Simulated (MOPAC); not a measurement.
MOPAC input (PM6):

```
PM6 PRECISE GNORM=0.05 LET XYZ UHF MS=0.5 GEO-OK AUX(PRECISION=9) THREADS=1
C2H3

C     0.05100638 1   -0.58378700 1   -0.01181402 1
C     0.04460873 1    0.71726049 1    0.01788006 1
H    -0.87346485 1   -1.16381706 1   -0.05413951 1
H     0.97198321 1   -1.16021184 1    0.00382948 1
H    -0.67220906 1    1.52318793 1    0.01391380 1
```

Output:

```
 *******************************************************************************
 **                                                                           **
 **                              MOPAC v23.2.5                                **
 **                                                                           **
 *******************************************************************************
 ** MOPAC's Digital Object Identifier: https://doi.org/10.5281/zenodo.6511958 **
 **                                                                           **
 ** Please cite the open-source release paper for use of this MOPAC version:  **
 ** J. E. Moussa and J. J. P. Stewart (2026)                                  **
 ** MOPAC: An open-source semiempirical molecular orbital program             **
 ** J. Open Source Softw., 11(119), 8025, https://doi.org/10.21105/joss.08025 **
 *******************************************************************************

                              PM6 CALCULATION RESULTS

 *******************************************************************************
 *  PM6        - The PM6 Hamiltonian to be used
 *  GEO-OK     - OVERRIDE INTERATOMIC DISTANCE AND OTHER SAFETY CHECKS
 *  UHF        - UNRESTRICTED HARTREE-FOCK CALCULATION
 *  MS=        - IN MECI, MAGNETIC COMPONENT OF SPIN =  0.5
 *  LET        - OVERRIDE SOME SAFETY CHECKS
 *  PRECISE    - TIGHTER CRITERIA TO BE USED
 *  XYZ        - CARTESIAN COORDINATE SYSTEM TO BE USED
 *  GNORM      - EXIT WHEN GRADIENT NORM DROPS BELOW 0.050
 *  AUX        - OUTPUT AUXILIARY INFORMATION
 *******************************************************************************
PM6 PRECISE GNORM=0.05 LET XYZ UHF MS=0.5 GEO-OK AUX(PRECISION=9) THREADS=1
 C2H3

   ATOM   CHEMICAL          X               Y               Z
  NUMBER   SYMBOL      (ANGSTROMS)     (ANGSTROMS)     (ANGSTROMS)

     1       C          0.05100638  *  -0.58378700  *  -0.01181402  *
     2       C          0.04460873  *   0.71726049  *   0.01788006  *
     3       H         -0.87346485  *  -1.16381706  *  -0.05413951  *
     4       H          0.97198321  *  -1.16021184  *   0.00382948  *
     5       H         -0.67220906  *   1.52318793  *   0.01391380  *

          CARTESIAN COORDINATES

    NO.       ATOM           X           Y           Z

     1         C          0.0510     -0.5838     -0.0118
     2         C          0.0446      0.7173      0.0179
     3         H         -0.8735     -1.1638     -0.0541
     4         H          0.9720     -1.1602      0.0038
     5         H         -0.6722      1.5232      0.0139

 General Reference for PM6:
 "Optimization of Parameters for Semiempirical Methods V: Modification of NDDO Approximations
 and Application to 70 Elements", J. J. P. Stewart, J. Mol. Mod., 13, 1173-1213 (2007)
 URL: https://link.springer.com/article/10.1007/s00894-007-0233-4

           Empirical Formula: C2 H3  =     5 atoms

      MOLECULAR POINT GROUP   :   Cs

          UHF CALCULATION, NO. OF ALPHA ELECTRONS =    6
                           NO. OF BETA  ELECTRONS =    5

          Geometry optimization using EF

          DIAGONAL MATRIX USED AS START HESSIAN

 CYCLE:     1  GRAD.:   220.622 HEAT:  62.47806
 CYCLE:     2  GRAD.:   334.196 HEAT:  100.7194
 CYCLE:     3  GRAD.:   189.888 HEAT:  69.48219
 CYCLE:     4  GRAD.:   350.529 HEAT:  80.65689
 CYCLE:     5  GRAD.:   100.663 HEAT:  58.48372
 CYCLE:     6  GRAD.:   174.920 HEAT:  59.32707
 CYCLE:     7  GRAD.:    43.227 HEAT:  57.30341
 CYCLE:     8  GRAD.:   105.017 HEAT:  58.06515
 CYCLE:     9  GRAD.:    44.070 HEAT:  56.85818
 CYCLE:    10  GRAD.:   182.883 HEAT:  58.78891
 CYCLE:    11  GRAD.:    35.646 HEAT:  56.55406
 CYCLE:    12  GRAD.:    37.024 HEAT:  56.48296
 CYCLE:    13  GRAD.:    10.027 HEAT:  56.33989
 CYCLE:    14  GRAD.:    16.306 HEAT:  56.23002
 CYCLE:    15  GRAD.:     4.230 HEAT:  56.21351
 CYCLE:    16  GRAD.:     8.165 HEAT:  56.21590
 CYCLE:    17  GRAD.:     0.212 HEAT:  56.20960
 CYCLE:    18  GRAD.:     0.113 HEAT:  56.20960
 CYCLE:    19  GRAD.:     0.076 HEAT:  56.20959
 CYCLE:    20  GRAD.:     0.157 HEAT:  56.20959
 CYCLE:    21  GRAD.:     0.018 HEAT:  56.20959

     GRADIENT =  0.01777 IS LESS THAN CUTOFF =  0.05000

 -------------------------------------------------------------------------------
 PM6 PRECISE GNORM=0.05 LET XYZ UHF MS=0.5 GEO-OK AUX(PRECISION=9) THREADS=1
 C2H3

     GEOMETRY OPTIMISED USING EIGENVECTOR FOLLOWING (EF).
     SCF FIELD WAS ACHIEVED

                              PM6 CALCULATION
                                                       MOPAC v23.2.5 Linux

          FINAL HEAT OF FORMATION =         56.20959 KCAL/MOL =     235.18092 KJ/MOL

          COSMO AREA              =         69.74 SQUARE ANGSTROMS
          COSMO VOLUME            =         51.80 CUBIC ANGSTROMS

          GRADIENT NORM           =          0.01777          =       0.00795 PER ATOM
          IONIZATION POTENTIAL    =          9.240792 EV
          ALPHA SOMO LUMO (EV)    =         -9.241  1.096
          BETA  SOMO LUMO (EV)    =        -10.699  0.999
          NO. OF ALPHA ELECTRONS  =          6
          NO. OF BETA  ELECTRONS  =          5
          MOLECULAR WEIGHT        =         27.0457         POINT GROUP:  C2v

          MOLECULAR DIMENSIONS (Angstroms)

            Atom       Atom       Distance
            H     5    H     4     3.06746
            H     3    H     5     1.73726
            C     2    C     1     0.00000

          SCF CALCULATIONS        =         22

   ATOM   CHEMICAL          X               Y               Z
  NUMBER   SYMBOL      (ANGSTROMS)     (ANGSTROMS)     (ANGSTROMS)

     1       C          0.04881279  *  -0.60714903  *  -0.01241962  *
     2       C         -0.11862961  *   0.70083489  *   0.01238235  *
     3       H         -0.77843839  *  -1.30433901  *  -0.05438768  *
     4       H          1.02516549  *  -1.07460295  *   0.00746474  *
     5       H         -0.24933353  *   1.71545107  *   0.03159585  *

                             CARTESIAN COORDINATES

   1    C        0.048812793    -0.607149026    -0.012419625
   2    C       -0.118629614     0.700834887     0.012382345
   3    H       -0.778438388    -1.304339010    -0.054387676
   4    H        1.025165489    -1.074602953     0.007464744
   5    H       -0.249333527     1.715451073     0.031595850

           Empirical Formula: C2 H3  =     5 atoms

      MOLECULAR POINT GROUP   :   C2v

          ALPHA EIGENVALUES
 -26.12229 -20.29171 -15.22744 -15.04420 -10.91924  -9.24079   1.09554   5.37383
   5.85018   5.87959   6.76786

           BETA EIGENVALUES
 -25.92118 -19.90961 -14.99749 -14.57820 -10.69894   0.99914   1.47133   5.66053
   5.99138   6.03017   7.03188

              NET ATOMIC CHARGES AND DIPOLE CONTRIBUTIONS

  ATOM NO.   TYPE          CHARGE      No. of ELECS.   s-Pop       p-Pop
    1          C          -0.319890        4.3199     1.11047     3.20942
    2          C          -0.194609        4.1946     1.18622     3.00839
    3          H           0.167883        0.8321     0.83212
    4          H           0.167891        0.8321     0.83211
    5          H           0.178725        0.8213     0.82127
 DIPOLE           X         Y         Z       TOTAL
 POINT-CHG.     0.021    -0.168    -0.003     0.169
 HYBRID        -0.004     0.027     0.000     0.027
 SUM            0.017    -0.141    -0.003     0.142

          ATOMIC ORBITAL ELECTRON POPULATIONS

     Atom    s        px        py        pz
    1  C   1.11047   1.12687   1.02408   1.05847
    2  C   1.18622   1.04678   1.01986   0.94174
    3  H   0.83212
    4  H   0.83211
    5  H   0.82127

                    (SZ)    =    0.500000
                    (S**2)  =    0.824226

          ATOMIC ORBITAL SPIN POPULATIONS

    Atom   Total    s     px     py     pz
         Atomic
    1  C -0.3435 -0.018 -0.024 -0.039 -0.263
    2  C  1.2646  0.032  0.916  0.052  0.264
    3  H  0.0563  0.056
    4  H  0.0563  0.056
    5  H -0.0336 -0.034

 **********************
 *                    *
 * JOB ENDED NORMALLY *
 *                    *
 **********************

 == MOPAC DONE ==
```
